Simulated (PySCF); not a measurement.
Gas-phase reaction: 3 C4H8 (isobutene) ⇌ 2 C3H8 + 2 C3H4 (propyne)

Method: PySCF energies plus ideal-gas RRHO corrections (1 bar). 'Table' is the NASA 1993 thermochemical table (part measured, part estimated). † marks an energy on the PBE0/def2-TZVP geometry and frequencies. All species are closed-shell singlets.

Levels: a) M06-2X/def2-TZVP†; b) BLYP/def2-TZVP†; c) LDA/def2-TZVP†.

**Question.** Order the levels by the distance of their ΔH°(298 K) from the table for this reaction, closest first.

**Answer.** a (-5 kJ), b (-28 kJ), c (+64 kJ)

The table gives 211 kJ. The order holds for this reaction alone, and for the 1993 entries, some of which have been revised since.
